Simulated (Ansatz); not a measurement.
`B[SiH2]F` at its PBE0-D4/def2-TZVP geometry, where that method's forces vanish. The species carries charge 0 and has multiplicity 1.

```xyz
7

B    -0.2797   -0.1572   -1.1604
Si    0.1870    0.1044    0.7667
F     1.6156    0.8032    0.9942
H     0.4210    0.1714   -2.0698
H    -1.3271   -0.6746   -1.4213
H     0.2204   -1.2110    1.4659
H    -0.8372    0.9638    1.4246
```

Question: What forces (eV/Å) does PBE-D4/def2-TZVPP give on these atoms in Ansatz? (Best estimate.)

Answer: Computed: 
```
B1   0.003  0.004  0.125
Si2 -0.342 -0.172 -0.278
F3   0.541  0.265  0.109
H4   0.078  0.036 -0.099
H5  -0.115 -0.057 -0.033
H6  -0.021 -0.163  0.090
H7  -0.143  0.086  0.085
```
